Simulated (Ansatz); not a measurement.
**COF2 (singlet): from Hartree-Fock to the top rungs, STO-3G**

How much of the correlation energy of COF2 (singlet) does each wave-function method recover here?

The runs use Ansatz 0.2.0, Gaussian basis; STO-3G, core rule «outside noble gas», up to 4 orbitals frozen.

Plan: UHF; CCSD(T) on RHF; BCCD(T) on RHF; CISD; CCSDT(Q) on RHF; CISDTQ; CCSDTQ on RHF; CASSCF and MRCISD+Q, 18 electrons in 13 orbitals; CASSCF and NEVPT2, 18 electrons in 13 orbitals; Full CI.

17 further runs of the same task are left out: 17 set aside as unsound or not needed.

## 1. What is computed

The geometry is an MP2(full)/6-31G* stationary point (not a proven minimum).

4 atoms, charge 0, spin multiplicity 1.

Atoms are counted from 1 here; the program's logs count them from 0.

Bond lengths: O1–C2 1.186 Å, C2–F3 1.326 Å, C2–F4 1.326 Å. Angles: O1–C2–F3 126.2°, O1–C2–F4 126.2°, F3–C2–F4 107.5°.

## 2. UHF

File in.yaml:

```yaml
crystal:
  periodic: [false, false, false]
  atoms:
    - {symbol: O, position_ang: [0.000000, 0.000000, 1.350051]}
    - {symbol: C, position_ang: [0.000000, 0.000000, 0.163694]}
    - {symbol: F, position_ang: [0.000000, 1.069490, -0.620212]}
    - {symbol: F, position_ang: [0.000000, -1.069490, -0.620212]}
basis:
  gaussian: {orbitals: STO-3G}
magnetization: {spin_polarized: true, initial_magnetization: 0}
hamiltonian: {xc: hf}
output: {orbitals: {seedname: orbitals}}
```

Run with:

```sh
$ ansatz run in.yaml --threads 1 --pin off --events-out ev --progress --plain --max-ram 3956MiB --backend cpu
```

Further steps of the session: CCSD(T) on RHF; BCCD(T) on RHF; CISD; CCSDT(Q) on RHF; CISDTQ; CCSDTQ on RHF; CASSCF and MRCISD+Q, 18 electrons in 13 orbitals; CASSCF and NEVPT2, 18 electrons in 13 orbitals; Full CI.

Q: Predict the results of all the runs planned. Wanted: FCI below the RHF energy; RMP2 from FCI; RCCSD from FCI; RCCSD(T) from FCI; RCCSDT(Q) from FCI; NEVPT2 valence from FCI; MRCISD+Q valence from FCI; T1 diagnostic; effectively unpaired electrons.

**Answer**, as computed:

| quantity | value |
| --- | --- |
| FCI below the RHF energy | -4.8817 eV |
| RMP2 from FCI | +77.6 kJ/mol |
| RCCSD from FCI | +27.7 kJ/mol |
| RCCSD(T) from FCI | +4.2 kJ/mol |
| RCCSDT(Q) from FCI | -0.2 kJ/mol |
| NEVPT2 valence from FCI | +4.4 kJ/mol |
| MRCISD+Q valence from FCI | +0.3 kJ/mol |
| levels within 1 kcal/mol (43 meV) | RCCSD(T), BCCD(T), RCCSDT, CISDTQ, RCCSDT(Q), RCCSDTQ, MRCISD valence, MRCISD+Q valence |
| T1 diagnostic | 0.013 |
| effectively unpaired electrons | 0.09 |

In words: RCCSD(T) lands +4.2 kJ/mol from the yardstick (0.9 % of the correlation energy). One determinant dominates. Of the multireference levels listed MRCISD+Q valence comes nearest in total energy (+0.3 kJ/mol), which doesn't show that its space is the better one. These misses are within one basis, not against nature.
